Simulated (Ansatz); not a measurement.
`CCC(C)F`, relaxed with RKS PBE-D4/def2-SVP in Ansatz 0.2.0 from a rough embedded geometry. The force threshold is 0.03 eV/Å; the program also tests the step.

The species carries charge 0 and has multiplicity 1.

Start:

```xyz
14

C    -0.122    0.224    1.634
C     0.779    0.503    0.442
C     0.514   -0.434   -0.744
C    -0.906   -0.309   -1.310
F     1.364   -0.135   -1.742
H     0.184    0.907    2.507
H     0.006   -0.778    1.972
H    -1.182    0.400    1.397
H     0.647    1.569    0.068
H     1.820    0.444    0.695
H     0.678   -1.508   -0.478
H    -1.095    0.736   -1.615
H    -1.712   -0.658   -0.611
H    -0.975   -0.961   -2.216
```

(1) By how much does the energy fall, and how many steps does the optimiser take? (Best estimate.)

(2) Which bonds change most? (An estimate is asked.)

(3) Give the relaxed structure. (Estimate.)

Answers

(1) Computed: 18.59 kJ/mol, in 4 steps.

(2) The calculation gave: C3–F5 from 1.344 to 1.402 Å; C1–H7 from 1.066 to 1.111 Å; C1–H6 from 1.149 to 1.108 Å; C2–H10 from 1.073 to 1.111 Å.

(3) Ansatz gave: 
```xyz
14

C    -0.099    0.236    1.664
C     0.752    0.514    0.425
C     0.483   -0.427   -0.749
C    -0.906   -0.315   -1.355
F     1.423   -0.141   -1.750
H     0.194    0.897    2.503
H     0.018   -0.812    2.012
H    -1.179    0.405    1.475
H     0.599    1.558    0.071
H     1.831    0.426    0.673
H     0.668   -1.479   -0.425
H    -1.108    0.729   -1.670
H    -1.688   -0.621   -0.631
H    -0.988   -0.969   -2.245
```
